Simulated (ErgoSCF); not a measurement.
# B3LYP/6-31G(d) (spherical functions) run of C4H6O (SMILES C1=CCOC1)

What is the energy change on altering one bond length of C4H6O at B3LYP/6-31G* (spherical functions)? 

The results are computed with ErgoSCF 3.8.

6 further runs of the same task are left out: 2 that didn't finish, 4 set aside as unsound or not needed.

### Step 1. Starting point

C4H6O: 11 atoms, total charge 0, spin state singlet. SMILES: `C1=CCOC1`. Geometry: relaxed at PBE0-D4/def2-TZVP. This is one conformer, not always the lowest.

Bond lengths: C1–C2 1.323 Å, C2–C3 1.492 Å, C3–O4 1.417 Å, C1–C5 1.492 Å, O4–C5 1.417 Å, C1–H6 1.082 Å, C2–H7 1.082 Å, C3–H8 1.099 Å, C3–H9 1.099 Å, C5–H10 1.099 Å, C5–H11 1.099 Å. Some angles: C1–C2–C3 109.7°, C2–C1–C5 109.7°, C2–C3–O4 105.2°, C3–O4–C5 110.4°, C1–C5–O4 105.2°, C1–C2–H7 126.8°, C3–C2–H7 123.6°, C2–C1–H6 126.8°, C5–C1–H6 123.6°, C2–C3–H8 112.3°.

### Step 2. A single-point energy at B3LYP/6-31G(d) (spherical functions)

The input, run.inp:

```
# B3LYP-G on C4H6O
set_nthreads("env")
scf.output_mulliken_pop = 1
scf.convergence_threshold = 1e-06
XC.sparse_mode = 0
basis = "6-31G*"
scf.use_diagonalization = 1
XC.angint = 41
XC.radint = 1e-11
tmpdir = "."
scf.max_number_of_iterations = 120
molecule_inline Angstrom
C     -0.692190     0.810220    -0.313300
C     -0.773390     0.087710     0.792420
C      0.350430    -0.893240     0.834580
O      1.088760    -0.662530    -0.352970
C      0.493210     0.377260    -1.109790
H     -1.364890     1.599520    -0.622030
H     -1.525560     0.169840     1.565930
H     -0.004480    -1.933580     0.858000
H      0.998480    -0.749030     1.710800
H      1.216560     1.191520    -1.259010
H      0.213070     0.002290    -2.104640
EOF
run "B3LYP-G"
```

The basis set 6-31G* is read from a file made from the Basis Set Exchange's data (not shown).

On the command line:

```
$ ergo run.inp
```

The program printed (excerpt; [...] marks lines left out):

```text
[...]
INDF Weighted mixed functional:
[...]
INSC Energy   1 =       -101.78817118544
[...]
INDE E_LUMO =          0.02072807817
[...]
INSC Energy  15 =       -231.21131274600  ( diff     -0.000000000023988 )
[...]
RESC CONVERGED after  15 iterations.
RESC FINAL ENERGY:       -231.21131274600
[...]
INSC SCF: dipole_moment_x [atomic units] =      -0.54363095
INSC SCF: dipole_moment_y [atomic units] =       0.33029121
INSC SCF: dipole_moment_z [atomic units] =       0.17589817
[...]
```

Run time: 36 s. Hardware: 1 thread of Intel Xeon 6975P-C (Granite Rapids), shared host; peak memory 0.26 GiB.

### Step 3. The distorted shape at the same level

The input, job.ego:

```
set_nthreads(1)
scf.max_number_of_iterations = 120
scf.output_mulliken_pop = 1
scf.convergence_threshold = 1e-06
XC.angint = 41
XC.sparse_mode = 0
charge = 0
XC.radint = 1e-11
basis = "6-31G*"
tmpdir = "."
scf.use_diagonalization = 1
molecule_inline
C  -0.97270440 2.51408408 -0.61417989
C  -1.12615016 1.14873805 1.47532808
C  0.99756185 -0.70498879 1.55499894
O  2.39280334 -0.26901007 -0.68914532
C  1.26737695 1.69590825 -2.11932785
H  -2.24392316 4.00564491 -1.19759503
H  -2.54754546 1.30394126 2.93705014
H  -0.00846597 -3.65393664 1.62138501
H  2.22219887 -0.43247138 3.21081476
H  2.63431034 3.23463665 -2.40131278
H  0.73798907 0.98731765 -3.99932188
EOF
run "B3LYP-G"
```

The basis set 6-31G* is read from a file made from the Basis Set Exchange's data (not shown).

On the command line:

```
$ ergo job.ego
```

The program printed (excerpt; [...] marks lines left out):

```text
[...]
INDF Weighted mixed functional:
[...]
INSC Energy   1 =       -101.61532922096
[...]
INDE E_LUMO =         -0.01337843117
[...]
INSC Energy  25 =       -231.14593589194  ( diff     -0.000000000032230 )
[...]
RESC CONVERGED after  25 iterations.
RESC FINAL ENERGY:       -231.14593589194
[...]
INSC SCF: dipole_moment_x [atomic units] =      -0.42651608
INSC SCF: dipole_moment_y [atomic units] =       0.78214131
INSC SCF: dipole_moment_z [atomic units] =       0.03295685
[...]
```

Wall time 60 s (1 thread of Intel Xeon 6975P-C (Granite Rapids), shared host); peak memory 0.43 GiB.

### Step 4. Summary of results

At B3LYP/6-31G* (spherical functions):

```
                                                         quantity          value
                                        first shape: total energy  -231.21131 Eh
                                       first shape: dipole moment         1.68 D
                                    distorted shape: total energy  -231.14594 Eh
                                   distorted shape: dipole moment         2.27 D
energy change with the C3–H8 bond stretched from 1.099 to 1.649 Å       1.779 eV
```

In words: One bond (distorted shape) is far stretched, which a spin-restricted single reference describes badly; a broken-symmetry solution may lie lower. With the C3–H8 bond stretched from 1.099 to 1.649 Å the energy rises by 1.78 eV (172 kJ/mol). The first shape isn't relaxed at this level, so the change isn't measured from a minimum. A restricted reference can't describe the breaking bond well at this length. Mulliken charges (first shape) run from -0.49 on O4 to +0.14 on H9; they depend strongly on the basis. Mulliken charges (distorted shape) run from -0.46 on O4 to +0.16 on H9.
